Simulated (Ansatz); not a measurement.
Cost and result for the atomization energy of `FSF` (3 atoms, 2 bonds).

Charge 0, multiplicity 1. The geometry is a stationary point of PBE0-D4/def2-TZVP. Program: Ansatz. All runs use 4 threads of an Intel Xeon Platinum 8375C on a shared host. Times are those of one run each, without the atoms' runs, and a repeat can differ threefold. Electronic energies, without spin–orbit coupling; frozen cores. CCSD(T)/CBS extrapolates def2-TZVPP and def2-QZVPP, and its time is that of the two runs behind it. T1 = 0.014. HSE06 is the plane-wave form, built on full-range PBE exchange.

CCSD(T)/CBS is a level of theory with its own doubt, some kJ/mol a heavy atom from the limit and from the frozen cores, so smaller differences don't rank the functionals.

```
                          level  functions  atomization (kJ/mol)  difference from CCSD(T)/CBS  per bond
             CCSD(T)/def2-TZVPP        104                 684.6                        -51.5     -25.8
               CCSD(T)/def2-SVP         46                 584.2                       -151.9     -75.9
           revPBE-D4/def2-TZVPP        104                 753.6                         17.5       8.7
         LDA (SPW92)/def2-TZVPP        104                 992.7                        256.6     128.3
              CCSD(T)/CBS(def2)          –                 736.1                          0.0       0.0
PBE-D4/def2-TZVPP (with forces)        104                 802.0                         65.9      32.9
            BHLYP-D4/def2-TZVPP        104                 634.3                       -101.8     -50.9
            HSE06-D4/def2-TZVPP        104                 726.4                         -9.7      -4.9
              B97M-V/def2-TZVPP        104                 733.0                         -3.1      -1.6
              B2PLYP/def2-TZVPP        104                 715.3                        -20.8     -10.4
             RPA@PBE/def2-TZVPP        104                 613.0                       -123.1     -61.5
             BLYP-D4/def2-TZVPP        104                 766.2                         30.1      15.0
             CCSD(T)/def2-QZVPP        184                 717.0                        -19.1      -9.5
```

Task: Order the runs by time, with rough figures. (Estimate.)

Result: Ansatz gave: LDA (SPW92)/def2-TZVPP 0.25 s; CCSD(T)/def2-SVP 0.3 s; revPBE-D4/def2-TZVPP 0.35 s; BLYP-D4/def2-TZVPP 0.4 s; BHLYP-D4/def2-TZVPP 0.45 s; HSE06-D4/def2-TZVPP 0.5 s; PBE-D4/def2-TZVPP (with forces) 0.55 s; RPA@PBE/def2-TZVPP 0.6 s; B2PLYP/def2-TZVPP 0.75 s; B97M-V/def2-TZVPP 1 s; CCSD(T)/def2-TZVPP 1.3 s; CCSD(T)/def2-QZVPP 5 s; CCSD(T)/CBS(def2) 6.3 s.

From BLYP to BHLYP (50 % exact exchange), in def2-TZVPP and without D4, the atomization energy moves by −128.1 kJ/mol: exact exchange takes away binding that semilocal exchange gives to molecules. The D4 term adds +5.2 kJ/mol with B3LYP and +2.6 kJ/mol with PBE0; it sums over pairs of atoms, weighted by their polarisabilities, and B3LYP, whose exchange is more repulsive, gets the larger term. At CCSD(T), def2-SVP lies −151.9 kJ/mol from the extrapolated value and def2-TZVPP −51.6 kJ/mol: correlation converges slowly with the basis, and small sets miss more of it in the bonded molecule than in its fragments.

B3LYP here is the variant with VWN-RPA as its local correlation; programs differ in this.
